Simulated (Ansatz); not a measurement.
The input, for Ansatz 0.2.0:

```yaml
crystal:
  periodic: [false, false, false]
  atoms:
    - {symbol: Ta, position_ang: [0.000000, 0.000000, 0.000000]}
    - {symbol: Ta, position_ang: [0.000000, 0.000000, 2.421800]}
basis:
  gaussian: {orbitals: def2-SVP}
magnetization: {spin_polarized: true, initial_magnetization: 8}
hamiltonian: {xc: hf}
output: {orbitals: {seedname: orbitals}}
```

```sh
$ ansatz run in.yaml --threads 1 --pin off --events-out ev --progress --plain --max-ram 2393MiB
```

Output:

```
634 factors; integrals over basis functions are off by at most 8.6e-4 eV
mean field evaluation 1: about -3061.6201 eV, gradient 1.0e1 eV
mean field evaluation 2: about -3061.6328 eV, gradient 1.0e1 eV
mean field evaluation 4: about -3062.3330 eV, gradient 1.6e0 eV
mean field evaluation 8: about -3062.4184 eV, gradient 1.8e-1 eV
mean field evaluation 16: about -3062.4439 eV, gradient 6.2e-1 eV
mean field evaluation 32: about -3061.6603 eV, gradient 8.8e-1 eV
mean field evaluation 64: about -3061.8299 eV, gradient 4.9e-1 eV
mean field evaluation 96: about -3062.4532 eV, gradient 1.3e-1 eV
mean field evaluation 128: about -3062.2351 eV, gradient 9.5e-1 eV
mean field evaluation 160: about -3062.0611 eV, gradient 1.8e0 eV
mean field evaluation 192: about -3061.9708 eV, gradient 2.2e0 eV
mean field evaluation 224: about -3060.6548 eV, gradient 5.0e-1 eV
mean field evaluation 256: about -3062.1788 eV, gradient 4.7e0 eV
mean field evaluation 288: about -3061.6888 eV, gradient 2.1e0 eV
mean field -3062.45972583 eV, -112.5433191145 hartree, gradient 7.9e-6 eV, S^2 20.236527; 9 other end points of the search recorded, 0 dependent functions left out
reference -3062.45972583 eV, -112.5433191145 hartree; 17, 9 occupied and 47, 55 virtual orbitals, 634 factors
Total energy: -3062.45972583 eV, -112.5433191145 hartree
```

Ran on 1 thread of Arm Neoverse V2, shared host: 4.1 s wall, 0.1 GiB peak host memory.
